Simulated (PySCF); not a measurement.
Si(H)3(Me) (CH6Si), SMILES C[SiH3].

The structure is a stationary point at B3LYP-D3(BJ)/def2-TZVP. The isomer is the one that the SMILES or the coordinates give; other isomers of the formula were not compared.

Level of theory: B3LYP/def2-TZVPD (PySCF).

Isolated molecule, no solvent.

The total energy is -331.26059 hartree and the point group comes out as C3v. The highest occupied level is -8.99 eV. The lowest empty level is -0.06 eV, the orbital gap is 8.92 eV and the dipole moment comes out as 0.77 D. The quadrupole, principal values (traceless, Buckingham form, about the centre of nuclear charge) is -0.31, 0.15, 0.15 D·Å and the mean static polarisability is 43.5 bohr³ (6.44 Å³). The polarisability, principal values is 41.1, 41.1, 48.3 bohr³.
